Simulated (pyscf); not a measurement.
Single points on ωB97X-D3(BJ)/def2-SVP structures (PySCF, gas phase).

Problem. For the elementary gas-phase step `[FH]` + `[NH2][GeH2][F]` -> `[F][GeH2][F]` + `[NH3]` (singlet surface; F–H, Ge–N broken, F–Ge, H–N formed), what barrier and reaction energy does ωB97M-D3(BJ)/def2-TZVP give, measured from the separated reactants?

Solution. ΔE‡ = -2.3 kcal/mol, ΔE = -12.5 kcal/mol. Zero-point energy shifts the barrier by +1.2 kcal/mol. It is a four-centre exchange, with an imaginary mode of 695i cm⁻¹. On the reactant side the descent ends in a bound adduct, 10.8 kcal/mol under the separated species and 8.1 kcal/mol under the saddle at ωB97X-D3(BJ)/def2-TZVP. On the product side the descent ends in an adduct with a Ge–N contact, 4.5 kcal/mol under the separated species and 13.5 kcal/mol under the saddle at ωB97X-D3(BJ)/def2-TZVP. At ωB97M-D3(BJ) the saddle lies under the separated reactants, which points to a path from their complex (located at ωB97X-D3(BJ) alone). What is counted as broken (Ge–N) persists as a longer contact in the product adduct; parting that adduct is a step of its own. One saddle was located; it need not be the lowest between these sides. Elements up to Kr have no core potential and no relativistic terms here.
